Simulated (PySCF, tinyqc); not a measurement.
Inside a calculation. Method: CISD on RHF in the sto-3g basis, for HF, spin multiplicity 1. The lowest restricted solution is unstable here: a spin-polarised one lies 0.0316 hartree lower (PySCF). One step of it, computed by the program tinyqc.

Task: CISD: roots. Diagonalise (each vector has its largest component positive (the first on a tie)); all determinants have Ms = 0, so triplets appear too. The lowest singlet root is the correlation energy.

Occupation strings over the orbitals (2 doubly, a alpha, b beta, 0 empty; spin orbitals ordered 1a 1b 2a 2b ...): 222220 2222ab 2a222b a2222b 2222ba 2b222a b2222a 222202 2a22b2 a222b2 222022 220222 2b22a2 202222 ab2222 b222a2 ba2222 022222

H - E(HF) between determinants (hartree), lower triangle:
```
,222220,2222ab,2a222b,a2222b,2222ba,2b222a,b2222a,222202,2a22b2,a222b2,222022,220222,2b22a2,202222,ab2222,b222a2,ba2222,022222
222220,0.000000
2222ab,0.000000,0.328175
2a222b,0.000000,-0.008838,1.145212
a2222b,0.000000,-0.011978,0.028256,25.406663
2222ba,0.000000,-0.252661,-0.027490,0.003918,0.328175
2b222a,0.000000,-0.027490,-0.091309,-0.019591,-0.008838,1.145212
b2222a,0.000000,0.003918,-0.019591,-0.018041,-0.011978,0.028256,25.406663
222202,0.252661,0.054263,-0.067996,-0.001193,-0.054263,0.067996,0.001193,0.691758
2a22b2,-0.027490,0.067996,-0.232452,0.007322,-0.026817,0.085011,0.019904,0.051995,1.536982
a222b2,0.003918,0.001193,0.007322,-0.413879,-0.009760,0.022351,0.013305,0.021292,0.028871,25.789850
222022,0.028141,0.024156,0.022344,0.005412,-0.024156,-0.022344,-0.005412,0.032065,0.021661,0.005306,0.744815
220222,0.028141,0.024156,0.022344,0.005412,-0.024156,-0.022344,-0.005412,0.032065,0.021661,0.005306,0.053770,0.744815
2b22a2,0.027490,-0.026817,0.085011,0.019904,0.067996,-0.232452,0.007322,-0.051995,-0.123869,-0.020434,-0.021661,-0.021661,1.536982
202222,0.091309,0.085011,0.020431,-0.003338,-0.085011,-0.020431,0.003338,0.123869,0.089687,-0.003748,0.191653,0.191653,-0.089687,2.580730
ab2222,-0.019591,-0.019904,0.003338,-0.073257,0.022351,-0.008751,0.012982,-0.020434,0.003748,-0.144368,-0.040372,-0.040372,0.015547,-0.013490,27.010826
b222a2,-0.003918,-0.009760,0.022351,0.013305,0.001193,0.007322,-0.413879,-0.021292,-0.020434,-0.016015,-0.005306,-0.005306,0.028871,0.003748,0.011558,25.789850
ba2222,0.019591,0.022351,-0.008751,0.012982,-0.019904,0.003338,-0.073257,0.020434,0.015547,0.011558,0.040372,0.040372,0.003748,0.013490,-0.081392,-0.144368,27.010826
022222,0.018041,0.013305,0.012982,-0.087825,-0.013305,-0.012982,0.087825,0.016015,0.011558,-0.056117,0.029519,0.029519,-0.011558,0.081392,0.489507,0.056117,-0.489507,55.199461
```

Give: lowest roots of this matrix, relative to E(HF); lowest vectors; <S^2> of these roots; weight of the ground state by excitation level 0, 1, 2, ....

Result:

lowest roots of this matrix, relative to E(HF) (hartree): -0.087  0.073  0.543  0.691  0.713  0.805  1.002  1.082

lowest vectors:
```
,root 1,root 2,root 3,root 4
222220,0.948,0.000,-0.123,0.000
2222ab,0.026,0.706,0.669,0.000
2a222b,-0.010,0.023,-0.070,0.000
a2222b,0.000,0.000,0.001,0.000
2222ba,-0.026,0.706,-0.669,0.000
2b222a,0.010,0.023,0.070,0.000
b2222a,0.000,0.000,-0.001,0.000
222202,-0.312,0.000,-0.263,0.000
2a22b2,0.022,-0.019,-0.064,0.000
a222b2,0.000,0.000,0.000,0.000
222022,-0.017,0.000,-0.042,0.707
220222,-0.017,0.000,-0.042,-0.707
2b22a2,-0.022,-0.019,0.064,0.000
202222,-0.019,0.000,-0.019,0.000
ab2222,0.000,0.000,0.001,0.000
b222a2,0.000,0.000,0.000,0.000
ba2222,0.000,0.000,-0.001,0.000
022222,0.000,0.000,0.000,0.000
```

<S^2> of these roots: 0.000  2.000  0.000  0.000  0.000  0.000  2.000  0.000

weight of the ground state by excitation level 0, 1, 2, ...: 0.899  0.002  0.099

With one virtual orbital singles and doubles already span the full space. The reference has a weight of only 0.90: one determinant is a poor start here.
